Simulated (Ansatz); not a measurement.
# AlHCl (doublet): wave-function methods side by side, cc-pVDZ

One table from this session's results is given with a row withheld; the runs are named, their logs left out.

Computed with Ansatz 0.2.0, Gaussian basis. Level: cc-pVDZ, core rule «outside noble gas», up to 10 orbitals frozen.

The runs, in order: UHF; CCSD(T) on ROHF; CCSD(T) on UHF; BCCD(T) on ROHF; CISD; CCSDT(Q) on ROHF; CCSDT(Q) on UHF; CCSDTQ on ROHF; CCSDTQ on UHF.

17 further runs of the same task are left out: 11 for a known fault of the program, 1 that didn't finish, 5 set aside as unsound or not needed.

**What is computed**

The geometry is a PBE0/def2-TZVP stationary point (not a proven minimum) of the parent state, kept for this charge and spin.

3 atoms, charge 0, spin multiplicity 2.

Atoms are counted from 1 here; the program's logs count them from 0.

Bond lengths: Al1–Cl2 2.197 Å, Al1–H3 1.817 Å. Angles: Cl2–Al1–H3 63.0°.

Set-up of the first run:

Contents of in.yaml:

```yaml
crystal:
  periodic: [false, false, false]
  atoms:
    - {symbol: Al, position_ang: [0.000000, -0.050236, 1.239922]}
    - {symbol: Cl, position_ang: [0.000000, -0.006816, -0.956330]}
    - {symbol: H, position_ang: [0.000000, 1.584516, 0.446218]}
basis:
  gaussian: {orbitals: cc-pVDZ}
magnetization: {spin_polarized: true, initial_magnetization: 1}
hamiltonian: {xc: hf}
output: {orbitals: {seedname: orbitals}}
```

Launch:

```console
ansatz run in.yaml --threads 1 --pin off --events-out ev --progress --plain --max-ram 4096MiB --backend cpu
```

Among the steps run: UHF; CCSD(T) on ROHF; CCSD(T) on UHF; BCCD(T) on ROHF; CISD; CCSDT(Q) on ROHF; CCSDT(Q) on UHF; CCSDTQ on ROHF; CCSDTQ on UHF.

One of the session's tables, all rows but one given; the rest of the session is left out.

```
   method  from UCCSDTQ (kcal/mol)
     ROHF                  +145.73
      UHF                  +138.27
     RMP2                   +23.08
     UMP2                   +22.86
     CISD                   +17.28
    RCCSD                    +4.77
    UCCSD                    +4.63
 RCCSD(T)                    +0.95
 UCCSD(T)                    +0.97
  BCCD(T)                    +0.92
   RCCSDT                        ?
   UCCSDT                    +0.34
RCCSDT(Q)                    +0.02
UCCSDT(Q)                    -0.02
  RCCSDTQ                    +0.01
  UCCSDTQ                        0
```

Estimate the missing values for RCCSDT.

**Answer.** from UCCSDTQ (kcal/mol): +0.35. In the column «from UCCSDTQ (kcal/mol)» it lies between UCCSDT (+0.34) and BCCD(T) (+0.92).

Some runs used a GPU and others CPU threads alone; cost is compared among the CPU runs only.

Among the levels timed on like hardware, those that no quicker one beats, quickest first: CISD (1.5 s, +17.28 kcal/mol); UCCSD(T) (2.6 s, +0.97 kcal/mol); BCCD(T) (3.3 s, +0.92 kcal/mol); UCCSDT(Q) (14 s, -0.02 kcal/mol); RCCSDT(Q) (19 s, +0.02 kcal/mol).

To keep in mind: Restricted and unrestricted rows rest on different reference determinants; where their highest levels disagree by more than a few hundredths of an eV, they describe different states and don't form one ladder.
